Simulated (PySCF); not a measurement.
dimethylamine (C₂H₇N), SMILES CNC. Coordinates come from a B3LYP-D3(BJ)/def2-TZVP optimisation.

Task: Give the equilibrium geometry at B3LYP-D3(BJ)/def2-TZVP (PySCF confirms it by a frequency run) as a Z-matrix, and its point group. (The exact figures need the calculation; the answer reports its results.)

Result: point group Cs.
```
N
H 1 1.0122
C 1 1.4533 2 109.86
H 3 1.0907 1 109.81 2 -53.57
H 3 1.0928 4 107.72 1 119.04
H 3 1.1028 4 108.38 5 115.97
C 1 1.4533 2 109.86 3 124.94
H 7 1.0907 1 109.81 2 53.57
H 7 1.0928 8 107.72 1 -119.04
H 7 1.1028 8 108.38 9 -115.97
```
Charge 0, spin multiplicity 1.
